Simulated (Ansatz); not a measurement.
# Al₂H₂ (singlet): the correlation ladder, cc-pVTZ

An exercise on one series of results from a longer session: the logs are not shown, and one member is left open.

The runs use Ansatz 0.2.0, Gaussian basis; cc-pVTZ, core rule «outside noble gas», up to 10 orbitals frozen.

Plan: UHF; CCSD(T) on RHF; CCSD(T) on UHF; BCCD(T) on RHF; CCSDT(Q) on RHF; CASSCF and NEVPT2, 8 electrons in 10 orbitals.

8 further runs of the same task are left out: 3 that didn't finish, 5 set aside as unsound or not needed.

**The geometry**

The geometry is a PBE0/def2-TZVP stationary point (not a proven minimum).

4 atoms, charge 0, spin multiplicity 1.

Atoms are counted from 1 here; the program's logs count them from 0.

Bond lengths: Al1–Al2 2.634 Å, Al1–H3 1.617 Å, Al1–H4 1.823 Å, Al2–H4 1.894 Å. Angles: Al2–Al1–H3 148.7°, Al2–Al1–H4 46.0°, H3–Al1–H4 102.7°, Al1–Al2–H4 43.8°, Al1–H4–Al2 90.2°.

The first run:

in.yaml

```yaml
crystal:
  periodic: [false, false, false]
  atoms:
    - {symbol: Al, position_ang: [0.000000, 0.092491, 1.264725]}
    - {symbol: Al, position_ang: [0.000000, -0.019298, -1.366900]}
    - {symbol: H, position_ang: [0.000000, -0.688202, 2.680370]}
    - {symbol: H, position_ang: [0.000000, -1.271083, 0.054761]}
basis:
  gaussian: {orbitals: cc-pVTZ}
magnetization: {spin_polarized: true, initial_magnetization: 0}
hamiltonian: {xc: hf}
output: {orbitals: {seedname: orbitals}}
```

Command:

```sh
ansatz run in.yaml --threads 1 --pin off --events-out ev --progress --plain --max-ram 2393MiB
```

Among the steps run: UHF; CCSD(T) on RHF; CCSD(T) on UHF; BCCD(T) on RHF; CCSDT(Q) on RHF; CASSCF and NEVPT2, 8 electrons in 10 orbitals.

One of the session's tables, all rows but one given; the rest of the session is left out.

| method | from RCCSDT(Q) (meV) |
| --- | --- |
| RHF | +5032.8 |
| UHF | +4928.8 |
| RMP2 | +1186.9 |
| UMP2 | +1431.4 |
| RCCSD | +235.1 |
| UCCSD | +252.3 |
| RCCSD(T) | +49.4 |
| UCCSD(T) | +58.3 |
| BCCD(T) | +48.5 |
| RCCSDT | +12.4 |
| RCCSDT(Q) | 0 |
| CASSCF valence | +2695.8 |
| NEVPT2 valence | ? |

**Question.** Estimate the row for NEVPT2 valence.

The run gave: from RCCSDT(Q) (meV): +826.3. In the column «from RCCSDT(Q) (meV)» it lies between UCCSD (+252.3) and RMP2 (+1186.9).

With the free atoms at the same levels and basis (separate runs), the atomisation energy is 7.165 eV at RCCSDT(Q), 7.142 eV at RCCSD(T), 7.133 eV at UCCSD(T), 4.997 eV at RHF.

Limits of these values: The determinant is far from a pure spin state, so its energy mixes those of several spin states (harmless only where they are near-degenerate, as at dissociation). Warnings: restricted reference is unstable; spin contamination. Restricted and unrestricted rows rest on different reference determinants; where their highest levels disagree by more than a few hundredths of an eV, they describe different states and don't form one ladder.
